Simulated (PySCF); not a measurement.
## Computed properties of C4H10, SMILES CC(C)C

C₄H₁₀, SMILES CC(C)C. Geometry optimised at B3LYP-D3(BJ)/def2-SVP. Other conformers were not sampled. All values are computed for the isolated molecule unless a solvent is named; none is compared with measurement here.

**Structure.** The optimised structure has C3v symmetry. All 36 harmonic modes at B3LYP-D3(BJ)/def2-SVP (PySCF) are real, so it is a minimum. With heavy atoms numbered as in [CH3:1][CH:2]([CH3:3])[CH3:4], the shortest bond between them is C2–C4 at 1.532 Å and the longest C1–C2 at 1.532 Å.

**Vibrations.** The strongest infrared lines (harmonic, unscaled, degenerate partners summed) lie at 3105 cm⁻¹ (95 km/mol, H 91 %, C 9 %), 3099 cm⁻¹ (84 km/mol, H 91 %, C 9 %), 3015 cm⁻¹ (62 km/mol, H 97 %). The softest mode is at 220 cm⁻¹ and the zero-point energy is 82.1 kcal/mol.

**Electronic structure.** ωB97X/def2-TZVP (PySCF) places the frontier levels at -11.43 and 3.06 eV, a gap of 14.49 eV, and gives a dipole moment of 0.14 D and a mean polarisability of 51.4 bohr³. PBE/def2-TZVP (PySCF) at the same geometry gives -7.57 and 0.34 eV, so its gap is 6.58 eV narrower. An orbital gap is neither the optical nor the fundamental gap.

**Excitations.** TDA-B3LYP/def2-SVPD (PySCF) has S1 at 8.35 eV (148 nm, f = 0.009, weak); the most intense of the 10 singlets computed lies at 9.44 eV (f = 0.26). Strengths of degenerate partners are summed. T1 (TDA) is at 8.11 eV, 0.24 eV under S1. TDA-PBE/def2-SVPD (PySCF) puts S1 at 7.73 eV. No vertical singlet excitation falls in the visible range (under 3.1 eV).

**NMR.** GIAO shifts at PBE0/pcSseg-1 (PySCF) (non-relativistic, atoms alike by connectivity averaged): ¹³C from 28.1 to 28.6 ppm against TMS; ¹H from 1.2 to 1.8 ppm against TMS.
